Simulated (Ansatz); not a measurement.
Ansatz (an electronic-structure program) input (B3LYP-D3(BJ)/def2-TZVP):

Ansatz 0.2 input:
```yaml
crystal:
  periodic: [false, false, false]
  atoms:
    - {symbol: N, position_ang: [-0.00000000, 0.00000000, 0.00000000]}
    - {symbol: H, position_ang: [-0.01073378, 1.02502493, -0.03038898]}
    - {symbol: H, position_ang: [0.89333025, -0.50366246, 0.00006664]}
    - {symbol: H, position_ang: [-0.88259648, -0.52136248, 0.03032234]}
basis:
  gaussian:
    orbitals: def2-TZVP
hamiltonian:
  xc: b3lyp
  dispersion: d3bj
total_charge: 1
magnetization: {spin_polarized: true, initial_magnetization: 1}
phonons: {temperatures: {t_min: 298.15, t_max: 298.15, t_step: 100}}
```

Output:

```
Functional definition: B3LYP
integrals: 0.00 GiB planned
287 factors; their error is unknown
mean field: 0.10 GiB planned
mean field evaluation 1: about -1521.5363 eV, gradient 4.8e1 eV
mean field evaluation 2: about -1520.3028 eV, gradient 4.8e1 eV
mean field evaluation 4: about -1529.6192 eV, gradient 1.5e-1 eV
mean field evaluation 8: about -1529.6123 eV, gradient 2.1e-1 eV
mean field -1529.61246915 eV, -56.2122214326 hartree, gradient 3.4e-5 eV, S^2 0.753684; 0 other end points of the search recorded, 0 dependent functions left out
the calculation of the forces begins
reference -1529.61259184 eV, -56.2122259415 hartree; 5, 4 occupied and 44, 45 virtual orbitals, 287 factors
these checks for a lower state are left out or cut short: stability, starts, cluster_reference, orbital_swaps, neighbouring_geometries, increment
integrals: 0.00 GiB planned
287 factors; their error is unknown
mean field: 0.10 GiB planned
mean field evaluation 16: about -1529.6191 eV, gradient 2.3e-1 eV
mean field -1529.61231281 eV, -56.2122156874 hartree, gradient 1.1e-6 eV, S^2 0.753684; 0 other end points of the search recorded, 0 dependent functions left out
the calculation of the forces begins
reference -1529.61243549 eV, -56.2122201958 hartree; 5, 4 occupied and 44, 45 virtual orbitals, 287 factors
these checks for a lower state are left out or cut short: stability, starts, cluster_reference, orbital_swaps, neighbouring_geometries, increment
integrals: 0.00 GiB planned
287 factors; their error is unknown
mean field: 0.10 GiB planned
mean field -1529.61231337 eV, -56.2122157080 hartree, gradient 1.0e-6 eV, S^2 0.753684; 0 other end points of the search recorded, 0 dependent functions left out
the calculation of the forces begins
reference -1529.61243608 eV, -56.2122202175 hartree; 5, 4 occupied and 44, 45 virtual orbitals, 287 factors
these checks for a lower state are left out or cut short: stability, starts, cluster_reference, orbital_swaps, neighbouring_geometries, increment
integrals: 0.00 GiB planned
287 factors; their error is unknown
mean field: 0.10 GiB planned
mean field evaluation 32: about -1529.6123 eV, gradient 2.1e-1 eV
mean field -1529.61241948 eV, -56.2122196073 hartree, gradient 1.0e-6 eV, S^2 0.753679; 0 other end points of the search recorded, 0 dependent functions left out
the calculation of the forces begins
reference -1529.61254213 eV, -56.2122241148 hartree; 5, 4 occupied and 44, 45 virtual orbitals, 287 factors
these checks for a lower state are left out or cut short: stability, starts, cluster_reference, orbital_swaps, neighbouring_geometries, increment
integrals: 0.00 GiB planned
287 factors; their error is unknown
mean field: 0.10 GiB planned
mean field -1529.61242048 eV, -56.2122196440 hartree, gradient 1.0e-6 eV, S^2 0.753689; 0 other end points of the search recorded, 0 dependent functions left out
the calculation of the forces begins
reference -1529.61254321 eV, -56.2122241544 hartree; 5, 4 occupied and 44, 45 virtual orbitals, 287 factors
these checks for a lower state are left out or cut short: stability, starts, cluster_reference, orbital_swaps, neighbouring_geometries, increment
integrals: 0.00 GiB planned
287 factors; their error is unknown
mean field: 0.10 GiB planned
mean field -1529.61242525 eV, -56.2122198195 hartree, gradient 1.0e-6 eV, S^2 0.753680; 0 other end points of the search recorded, 0 dependent functions left out
the calculation of the forces begins
reference -1529.61254790 eV, -56.2122243267 hartree; 5, 4 occupied and 44, 45 virtual orbitals, 287 factors
these checks for a lower state are left out or cut short: stability, starts, cluster_reference, orbital_swaps, neighbouring_geometries, increment
integrals: 0.00 GiB planned
287 factors; their error is unknown
mean field: 0.10 GiB planned
mean field -1529.61242606 eV, -56.2122198492 hartree, gradient 1.0e-6 eV, S^2 0.753689; 0 other end points of the search recorded, 0 dependent functions left out
the calculation of the forces begins
reference -1529.61254880 eV, -56.2122243598 hartree; 5, 4 occupied and 44, 45 virtual orbitals, 287 factors
these checks for a lower state are left out or cut short: stability, starts, cluster_reference, orbital_swaps, neighbouring_geometries, increment
integrals: 0.00 GiB planned
287 factors; their error is unknown
mean field: 0.10 GiB planned
mean field evaluation 64: about -1529.6124 eV, gradient 2.7e-3 eV
mean field -1529.61241769 eV, -56.2122195417 hartree, gradient 1.0e-6 eV, S^2 0.753690; 0 other end points of the search recorded, 0 dependent functions left out
the calculation of the forces begins
reference -1529.61254042 eV, -56.2122240519 hartree; 5, 4 occupied and 44, 45 virtual orbitals, 287 factors
these checks for a lower state are left out or cut short: stability, starts, cluster_reference, orbital_swaps, neighbouring_geometries, increment
integrals: 0.00 GiB planned
287 factors; their error is unknown
mean field: 0.10 GiB planned
mean field -1529.61241659 eV, -56.2122195011 hartree, gradient 1.0e-6 eV, S^2 0.753679; 0 other end points of the search recorded, 0 dependent functions left out
the calculation of the forces begins
reference -1529.61253924 eV, -56.2122240086 hartree; 5, 4 occupied and 44, 45 virtual orbitals, 287 factors
Total energy: -1529.64565310 eV, -56.2134409204 hartree
Atom 0 at     0.000000     0.000000     0.000000 Å, force    -0.000000     0.000003    -0.000000 eV/Å
Atom 1 at    -0.010734     1.025025    -0.030389 Å, force     0.000002    -0.000151     0.000004 eV/Å
Atom 2 at     0.893330    -0.503662     0.000067 Å, force    -0.000132     0.000072     0.000000 eV/Å
Atom 3 at    -0.882596    -0.521362     0.030322 Å, force     0.000130     0.000075    -0.000004 eV/Å
Dipole moment:    -0.000000     0.000000    -0.000000 e Å
Vibrations: 874.88 1529.78 1529.78 3332.97 3504.15 3504.15 cm⁻¹, zero-point energy 0.884980 eV
```
